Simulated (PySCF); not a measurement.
# C₅H₅N: geometry, NMR shifts, spin-spin couplings, electronic excitations and core binding energies

What NMR shifts, spin-spin couplings, electronic excitations and core binding energies should C₅H₅N (`CC#C[C@@H]1C=N1`) show?

The runs use PySCF 2.14.0, with density-fitted response routines of our own; the level of theory stands in each step. All values are computed, except where a source is named. Atoms count from 0, in the outputs and in this text.

## Step 1: The molecule as given

11 atoms, charge 0, multiplicity 1; geometry from: GFN2-xTB.

Bonds of the start (Å): C0–C1 1.45, C1–C2 1.20, C2–C3 1.43, C3–C4 1.46, C4–N5 1.25, N5–C3 1.51, C0–H6 1.09, C0–H7 1.09, C0–H8 1.09, C3–H9 1.09, C4–H10 1.06.

## Step 2: Relaxing the molecule at PBE0-D3(BJ)/def2-SVP

The job: settings as JSON, then the geometry in Å.

```
{"job": {"xc": "PBE0", "basis": "def2-SVP", "d3": "d3bj", "grid": 1, "kind": "geom"}, "charge": 0, "multiplicity": 1}
C      2.399534     0.254760    -0.044735
C      0.989893    -0.061177    -0.084885
C     -0.175628    -0.345210    -0.132061
C     -1.570406    -0.655604    -0.164802
C     -2.571222     0.405967    -0.150363
N     -2.458167    -0.160305     0.957182
H      2.600442     0.939635     0.778497
H      2.980268    -0.655175     0.103217
H      2.707398     0.724019    -0.979100
H     -1.827250    -1.623671    -0.585513
H     -3.069437     1.179432    -0.683480
```

**Question.** This job is followed by: GIAO PBE0/pcSseg-1 NMR shielding, non-relativistic, gas phase; B3LYP/pcJ-1 indirect spin-spin coupling, non-relativistic, gas phase; TDDFT wB97X-D/def2-SVPD, vertical, gas phase, core orbitals frozen in the response; GIAO mPW1PW91/pcSseg-2 NMR shielding, non-relativistic, gas phase; delta-SCF UKS SCAN, pcX-2 on the ionised atom, pcseg-1 elsewhere, spin-free X2C. Predict these results of the whole session: point group; rotational constants (main isotopes); 13C shifts against TMS (PBE0/pcSseg-1); 1H shifts against TMS (PBE0/pcSseg-1, means over atoms taken as alike); 15N shifts against NH3 (PBE0/pcSseg-1); largest coupling of the table (B3LYP/pcJ-1); lowest singlet (wB97X-D/def2-SVPD); brightest single state of those computed; lowest triplet; vertical ionisation energy (ΔSCF); C1s binding energies, SCAN/pcX-2 (standing for 3 of 5 atoms); N1s binding energies, SCAN/pcX-2; range of the shift of C4.

**Answer**, as computed:

| quantity | value |
| --- | --- |
| point group | C1 |
| rotational constants (main isotopes) | 17.96, 1.61, 1.61 GHz |
| 13C shifts against TMS (PBE0/pcSseg-1) | 171.3, 87.1, 78.0, 16.0, 4.6 ppm |
| 1H shifts against TMS (PBE0/pcSseg-1, means over atoms taken as alike) | 9.88, 2.08, 1.84 ppm |
| 15N shifts against NH3 (PBE0/pcSseg-1) | 358.4 ppm |
| largest coupling of the table (B3LYP/pcJ-1) | 1J(C,H) C4–H10, 255.7 Hz |
| lowest singlet (wB97X-D/def2-SVPD) | 4.88 eV (254 nm), f = 0.009 |
| brightest single state of those computed | state 10, 7.94 eV, f = 0.070 |
| lowest triplet | 4.31 eV |
| vertical ionisation energy (ΔSCF) | 9.08 eV |
| C1s binding energies, SCAN/pcX-2 (standing for 3 of 5 atoms) | C3 292.33, C0 291.60, C2 290.09 eV |
| N1s binding energies, SCAN/pcX-2 | N5 405.24 eV |
| range of the shift of C4 | 171.3 to 176.1 ppm |

**Reading.** Over 5 steps the energy fell by 0.064 eV; of the close pairs, C4–H10 changed most, 1.063 to 1.093 Å. At PBE0/pcSseg-1: The widest tensor belongs to N5: span 694 ppm, with a paramagnetic part of -419 ppm. In the run at B3LYP/pcJ-1, the largest coupling of the table is C4–H10, 255.7 Hz, of which the Fermi-contact term gives 256.5 Hz. Couplings across rotatable bonds belong to this one conformer; where others are populated, the observed values are averages. The lowest singlet, at 4.88 eV, is HOMO→LUMO 0.85, HOMO−2→LUMO 0.11 and is weak; of the 10 states computed, the strongest absorption comes from state 10 at 7.94 eV (the last computed, so partners may be missing). The lowest triplet lies 0.57 eV below the lowest singlet (triplets in Tamm-Dancoff, singlets in full TDDFT). ΔSCF puts the ionisation energy at 9.08 eV, 0.31 eV above −ε(HOMO). The C1s levels kept as sound span 2.23 eV, from C2 (alkyne carbon) up to C3 (three-membered-ring carbon). Only 3 of the 5 C atoms are covered by sound results. In ppm, C4 moves most: its shift spreads over 4.8 ppm, from 171.3 (PBE0/pcSseg-1) to 176.1 (mPW1PW91/pcSseg-2).
